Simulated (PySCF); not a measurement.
Metal–ligand bonds in Ti(OCH3)3–Y. All species are isolated molecules in the gas phase. One relaxed conformer stands for each flexible species; it need not be the lowest. Multiplicities are imposed; where one is given, others were not computed. Strings in code marks are SMILES.

These are TPSS-D3(BJ)/def2-TZVP // TPSS-D3(BJ)/def2-SVP run with PySCF values and carry that method's errors. 

```csv
species,highest occupied spin orbital (eV),dipole moment (D)
free radical OH (`[OH]`),-7.32,1.73
free radical NH2 (`[NH2]`),-7.32,1.91
free radical CH3,-5.50,0.00
free radical N(CH3)2 (`C[N]C`),-5.79,1.70
free radical SH,-6.25,0.87
```
